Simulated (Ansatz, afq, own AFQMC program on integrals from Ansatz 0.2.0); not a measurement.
**BSiH₃, singlet in cc-pVDZ, levels against CCSDT(Q)**

```yaml
atoms:
  - { symbol: Si, position_ang: [-0.4553, -0.0039, 0.0004] }
  - { symbol: B, position_ang: [1.4369, 0.0124, -0.0012] }
  - { symbol: H, position_ang: [-0.9189, 1.2383, 0.0026] }
  - { symbol: H, position_ang: [-0.9018, -0.6325, 1.0791] }
  - { symbol: H, position_ang: [-0.9037, -0.6293, -1.0794] }
```

Connectivity, by distances: SiH3–B.

Basis cc-pVDZ. Noble-gas cores (and the filled d shells of Ga–Kr and In–Xe) are frozen. AFQMC by an in-house program on the Cholesky factors that Ansatz 0.2.0 writes for its CCSD(T) run. The CISD trial takes its coefficients from CCSD amplitudes. Released means that phaseless walkers are propagated on without the constraint, phases kept. Free AFQMC starts from the CCSD state and is never constrained. Its projection time is finite, and what remains of the start isn't in its error. ± is one standard error of the sampling.

Determinant: RHF, the one that the program's search chose, which needn't be the lowest solution. The geometry is a point of a scan.

No full CI on the walks' own integrals is used here; CCSDT(Q) serves as the reference and is uncertain by about the last step of the cluster series.

Cautions: higher spins were not checked; restricted determinant unstable towards unrestricted (UHF 448 meV lower, ⟨S²⟩ 0.74).

```
T1 diagnostic                               : 0.0171
weight of the determinant in the CISD state : 0.853
size of the correlated space                : 10 electrons in 41 orbitals
```

Reference: CCSDT(Q), correlation energy -5.798 eV. The released energy is read at 1.62 1/Eh, later times being too noisy (meV from the phaseless value at times in 1/Eh: -2 ± 10 at 0.24, 3 ± 11 at 0.51, 4 ± 12 at 0.99, 11 ± 13 at 1.62, -9 ± 20 at 2.40).

| level | E − E(reference) (meV) | share of correlation (%) |
| --- | --- | --- |
| HF | 5797.6 | 0.00 |
| MP2 | 1501.4 | 74.10 |
| CCSD | 176.7 | 96.95 |
| CCSD(T) | 38.8 | 99.33 |
| CCSDT | 7.8 | 99.87 |
| ph-AFQMC/HF | -231.3 ± 51.3 | 103.99 |
| ph-AFQMC/CISD | 12.5 ± 10.2 | 99.78 |
| released AFQMC | 23.6 ± 12.8 | 99.59 |
| free AFQMC | -1.8 ± 12.2 | 100.03 |

Free projections are given only where their last times agree within the noise and don't stop above the reference; a slow remainder of the start can still hide under it. A walk keeps the symmetry of its determinant, which the program's search chose and which needn't be the lowest solution, so a lower state of the same spin and another symmetry isn't excluded. Released energies are given only where the last usable release times agree within the noise; a slower fall can still hide under it.
